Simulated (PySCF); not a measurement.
# LiH−: from the state search to spectroscopic constants

The task here is to estimate one member of a computed series from the others.

Computed with PySCF 2.14.0. Level: Li aug-pcseg-1, H aug-pcseg-1, no relativity.

3 further runs of the same task are left out: 3 set aside as unsound or not needed.

The first run:

Settings of the job:

```json
{
  "atoms": "Li, H",
  "charge": "-1",
  "basis": "Li aug-pcseg-1, H aug-pcseg-1",
  "Hamiltonian": "no relativity",
  "basis functions": "22",
  "electrons treated": "5",
  "masses in u": "7.0160, 1.0078",
  "levels": "PBE0, PBE, r²SCAN, BHandHLYP, TPSSh, r²SCANh, LC-ωPBE, MP2, SCS-MP2, CCSD, CCSD(T)",
  "grid": "80 radial by 434 angular points",
  "occupations": "held fixed by the projection of orbital angular momentum",
  "dissociation limit": "Li + H−, each in its ground configuration",
  "starting distance in angstrom": "1.705",
  "values of 2S to try": "1, 3"
}
```

Launch:

```console
> OMP_NUM_THREADS=1 python dia.py task.json out
```

Steps of the session up to this table: Input; The PBE0 curve of the state that the search chose; PBE (GGA); r²SCAN; BHandHLYP (global hybrid GGA); TPSSh; r²SCANh (hybrid meta-GGA); LC-ωPBE; Correlated methods on the Hartree–Fock reference.

One of the session's tables, all rows but one given; the rest of the session is left out.

It belongs to the step «The curves together». Energy (eV) from each level's lowest point:

```
R (Å)  UHF-MP2  UHF-SCS-MP2  UHF-CCSD  UHF-CCSD(T)    PBE
1.447    0.157        0.153       n/a          n/a  0.172
1.515    0.071        0.069     0.075        0.075  0.082
1.582        ?            ?         ?            ?      ?
1.633    0.004        0.004     0.006        0.006  0.007
1.683    0.000        0.000     0.000        0.000  0.000
1.734    0.007        0.007     0.005        0.005  0.004
1.801    0.029        0.030     0.025        0.024  0.023
1.885    0.074        0.075     0.065        0.065  0.063
1.986    0.145        0.146     0.131        0.130  0.130
2.121    0.258        0.257       n/a          n/a  0.236
```

Q: Estimate the row for R (Å) = 1.582 from the others.

Worked estimate for «UHF-MP2». A straight line through the neighbours (1.515, 0.071) and (1.633, 0.004) gives 0.071 + (0.004 − 0.071) × (1.582 − 1.515) / (1.633 − 1.515) = 0.033; a parabola fitted to 4 rows on both sides gives 0.021.

As computed: UHF-MP2: 0.022; UHF-SCS-MP2: 0.021; UHF-CCSD: 0.025; UHF-CCSD(T): 0.025; PBE: 0.028. In «UHF-MP2» the line misses by +0.011 and the parabola by -0.001.

Limits of these values: At some levels the lowest empty orbital lies below the highest filled one (the two can be of opposite spin).
